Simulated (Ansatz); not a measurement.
**Molecular dynamics of C2H6Cl**

The input (input.yaml):

```yaml
crystal:
  periodic: [false, false, false]
  atoms:
    - { symbol: H, position_ang: [0.033241, -0.085497, -0.032551] }
    - { symbol: C, position_ang: [0.468308, 0.603404, -1.056803] }
    - { symbol: Cl, position_ang: [0.103378, 2.29084, -0.777354] }
    - { symbol: C, position_ang: [-0.449032, -0.769378, 1.063568] }
    - { symbol: H, position_ang: [-0.068556, 0.217829, -1.932054] }
    - { symbol: H, position_ang: [1.550419, 0.430365, -1.102284] }
    - { symbol: H, position_ang: [0.355043, -0.698041, 1.804224] }
    - { symbol: H, position_ang: [-1.349064, -0.202178, 1.324812] }
    - { symbol: H, position_ang: [-0.643935, -1.787344, 0.70844] }
magnetization:
  spin_polarized: true
  initial_magnetization: 1
basis:
  gaussian: { orbitals: def2-SVP }
hamiltonian:
  xc: pbe0
md:
  timestep: 0.5
  n_steps: 200
  ensemble: nve
  temperature: 100.0
  initial_velocities: maxwell_boltzmann
  seed: 11282
```

Run as:

```bash
$ ansatz run input.yaml --threads 2 --pin off --max-ram 3072MiB --backend cpu --events-out ev --progress --plain --runs-dir out
```

It starts at the highest image of a converged band, a first-order saddle point between two minima.

Output, in part (one step line in 7, the closing report, with atoms numbered from 0):

```
md step     0: t =     0.00 fs  T =   100.0 K  F+E_penalty+E_count = -14679.65386930 eV  E_kin = 0.090482 eV  conserved = -14679.56338730 eV  (28 SCF iters)
md step     7: t =     3.50 fs  T =    68.2 K  F+E_penalty+E_count = -14679.62485386 eV  E_kin = 0.061675 eV  conserved = -14679.56317856 eV  (26 SCF iters)
md step    14: t =     7.00 fs  T =    42.6 K  F+E_penalty+E_count = -14679.60163408 eV  E_kin = 0.038549 eV  conserved = -14679.56308526 eV  (26 SCF iters)
md step    21: t =    10.50 fs  T =    87.6 K  F+E_penalty+E_count = -14679.64241467 eV  E_kin = 0.079223 eV  conserved = -14679.56319158 eV  (27 SCF iters)
md step    28: t =    14.00 fs  T =   192.4 K  F+E_penalty+E_count = -14679.73804235 eV  E_kin = 0.174096 eV  conserved = -14679.56394678 eV  (32 SCF iters)
md step    35: t =    17.50 fs  T =   169.1 K  F+E_penalty+E_count = -14679.71556058 eV  E_kin = 0.152968 eV  conserved = -14679.56259286 eV  (26 SCF iters)
md step    42: t =    21.00 fs  T =   349.3 K  F+E_penalty+E_count = -14679.87981408 eV  E_kin = 0.316030 eV  conserved = -14679.56378395 eV  (32 SCF iters)
md step    49: t =    24.50 fs  T =   381.1 K  F+E_penalty+E_count = -14679.90796118 eV  E_kin = 0.344783 eV  conserved = -14679.56317803 eV  (31 SCF iters)
md step    56: t =    28.00 fs  T =   372.8 K  F+E_penalty+E_count = -14679.89965552 eV  E_kin = 0.337361 eV  conserved = -14679.56229431 eV  (32 SCF iters)
md step    63: t =    31.50 fs  T =   564.4 K  F+E_penalty+E_count = -14680.07526297 eV  E_kin = 0.510694 eV  conserved = -14679.56456862 eV  (32 SCF iters)
md step    70: t =    35.00 fs  T =   598.9 K  F+E_penalty+E_count = -14680.10525072 eV  E_kin = 0.541901 eV  conserved = -14679.56335011 eV  (27 SCF iters)
md step    77: t =    38.50 fs  T =   622.6 K  F+E_penalty+E_count = -14680.12571292 eV  E_kin = 0.563299 eV  conserved = -14679.56241393 eV  (27 SCF iters)
md step    84: t =    42.00 fs  T =   721.6 K  F+E_penalty+E_count = -14680.21727211 eV  E_kin = 0.652879 eV  conserved = -14679.56439287 eV  (33 SCF iters)
md step    91: t =    45.50 fs  T =   664.5 K  F+E_penalty+E_count = -14680.16467290 eV  E_kin = 0.601245 eV  conserved = -14679.56342829 eV  (26 SCF iters)
md step    98: t =    49.00 fs  T =   637.3 K  F+E_penalty+E_count = -14680.13911350 eV  E_kin = 0.576673 eV  conserved = -14679.56244099 eV  (27 SCF iters)
md step   105: t =    52.50 fs  T =   720.5 K  F+E_penalty+E_count = -14680.21604157 eV  E_kin = 0.651935 eV  conserved = -14679.56410684 eV  (34 SCF iters)
md step   112: t =    56.00 fs  T =   721.8 K  F+E_penalty+E_count = -14680.21669210 eV  E_kin = 0.653118 eV  conserved = -14679.56357423 eV  (26 SCF iters)
md step   119: t =    59.50 fs  T =   747.4 K  F+E_penalty+E_count = -14680.23891596 eV  E_kin = 0.676299 eV  conserved = -14679.56261713 eV  (27 SCF iters)
md step   126: t =    63.00 fs  T =   838.0 K  F+E_penalty+E_count = -14680.32231761 eV  E_kin = 0.758258 eV  conserved = -14679.56405962 eV  (32 SCF iters)
md step   133: t =    66.50 fs  T =   768.8 K  F+E_penalty+E_count = -14680.25926594 eV  E_kin = 0.695623 eV  conserved = -14679.56364329 eV  (33 SCF iters)
md step   140: t =    70.00 fs  T =   717.1 K  F+E_penalty+E_count = -14680.21149238 eV  E_kin = 0.648827 eV  conserved = -14679.56266520 eV  (28 SCF iters)
md step   147: t =    73.50 fs  T =   815.2 K  F+E_penalty+E_count = -14680.30156043 eV  E_kin = 0.737625 eV  conserved = -14679.56393504 eV  (33 SCF iters)
md step   154: t =    77.00 fs  T =   818.0 K  F+E_penalty+E_count = -14680.30406224 eV  E_kin = 0.740145 eV  conserved = -14679.56391718 eV  (34 SCF iters)
md step   161: t =    80.50 fs  T =   747.8 K  F+E_penalty+E_count = -14680.23940025 eV  E_kin = 0.676617 eV  conserved = -14679.56278315 eV  (27 SCF iters)
md step   168: t =    84.00 fs  T =   775.0 K  F+E_penalty+E_count = -14680.26498711 eV  E_kin = 0.701261 eV  conserved = -14679.56372660 eV  (33 SCF iters)
md step   175: t =    87.50 fs  T =   761.4 K  F+E_penalty+E_count = -14680.25312007 eV  E_kin = 0.688955 eV  conserved = -14679.56416472 eV  (34 SCF iters)
md step   182: t =    91.00 fs  T =   658.4 K  F+E_penalty+E_count = -14680.15846432 eV  E_kin = 0.595754 eV  conserved = -14679.56271048 eV  (26 SCF iters)
md step   189: t =    94.50 fs  T =   714.8 K  F+E_penalty+E_count = -14680.21040706 eV  E_kin = 0.646779 eV  conserved = -14679.56362818 eV  (26 SCF iters)
md step   196: t =    98.00 fs  T =   804.4 K  F+E_penalty+E_count = -14680.29236609 eV  E_kin = 0.727870 eV  conserved = -14679.56449641 eV  (33 SCF iters)
md step   200: t =   100.00 fs  T =   770.9 K  F+E_penalty+E_count = -14680.26116204 eV  E_kin = 0.697513 eV  conserved = -14679.56364952 eV  (30 SCF iters)
Total energy: -14680.26119043 eV, -539.4896481097 hartree
Atom 0 at    -0.966100    -0.774532     1.165611 Å, force    -0.088249     0.425826    -0.379384 eV/Å
Atom 1 at     0.962833     1.430505    -2.114882 Å, force     0.003255     0.518727     0.430460 eV/Å
Atom 2 at     0.128795     2.221713    -0.834659 Å, force     0.095221    -0.273727    -0.282126 eV/Å
Atom 3 at    -0.932654    -1.356236     2.077829 Å, force     0.398768    -1.048499     1.555670 eV/Å
Atom 4 at     0.503006     1.510658    -3.100545 Å, force    -0.028583    -0.108091    -0.036139 eV/Å
Atom 5 at     2.048654     1.398473    -1.984629 Å, force    -0.079580    -0.160533    -0.100502 eV/Å
Atom 6 at     0.142391    -1.368257     2.476355 Å, force    -1.315678    -0.144687    -0.579244 eV/Å
Atom 7 at    -1.579593    -0.908374     2.893249 Å, force     0.506290    -0.348497    -0.920724 eV/Å
Atom 8 at    -1.295000    -2.414398     1.857990 Å, force     0.508557     1.139481     0.311989 eV/Å
Dipole moment:     0.142570     0.006073    -0.210707 e Å
```

All steps were run. The conserved energy stayed within 0.24 meV per atom of its start (net change -0.029 meV per atom), so the integration is sound. The kinetic energy rose, since the run started high on the potential surface and went downhill. It ends in pieces (CH2Cl + CH4), so much of that is their flight and rotation, not heat. A run of 0.1 ps of so small a system gives no equilibrium averages.

Between its relaxed ends the band would form H1–C4 and break H1–C2. These pairs go: H1–C4 1.38 → 1.08 Å, H1–C2 1.31 → 4.40 Å. In the last frame they stand as after the step (other bonds may differ from the relaxed reactants and products). It ends as CH2Cl + CH4. Pairs count as bonded within 1.25 times the sum of covalent radii (0.12 Å more for H–H).

Last frame:

```xyz
9
Properties=species:S:1:pos:R:3
H -0.966 -0.774 1.166
C 0.963 1.431 -2.115
Cl 0.129 2.222 -0.835
C -0.933 -1.356 2.078
H 0.503 1.511 -3.100
H 2.049 1.399 -1.985
H 0.142 -1.368 2.476
H -1.580 -0.908 2.893
H -1.295 -2.414 1.858
```

Time of the run: 4.5 min on 2 threads of AMD EPYC 7R43 64-Core Processor (Zen 3), with other jobs on the host, peak memory 0.21 GiB.
